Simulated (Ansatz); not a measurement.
Basis-set extrapolation for `C=C(O)C(=C)F` (PBE0-D4/def2-TZVP geometry, frozen core, the Gaussian-basis code of Ansatz). Multiplicity 1, RHF reference.

```csv
,def2-TZVPP,def2-QZVPP
HF,-328.773911,-328.788404
MP2 correlation,-1.120232,-1.204951
CCSD(T) correlation,-1.196763,not run
```

Energies in hartree. Use E(X) = E(∞) + A·exp(−7.88·√X) for Hartree–Fock and E(X) = E(∞) + B·X^(−2.97) for correlation, with X = 3 and 4, and add CCSD(T) minus MP2 of the smaller set to the MP2 limit.

Q: What is the CCSD(T) energy at the basis-set limit?

A: HF limit: -328.788404 + (-0.014493) × 0.13774 = -328.79040. MP2 limit: -1.204951 + (-0.084719) × 0.74074 = -1.26771. Higher-order term: -1.196763 − (-1.120232) = -0.07653. Total: -330.13464 hartree, 430.5 kJ/mol below CCSD(T)/def2-TZVPP.
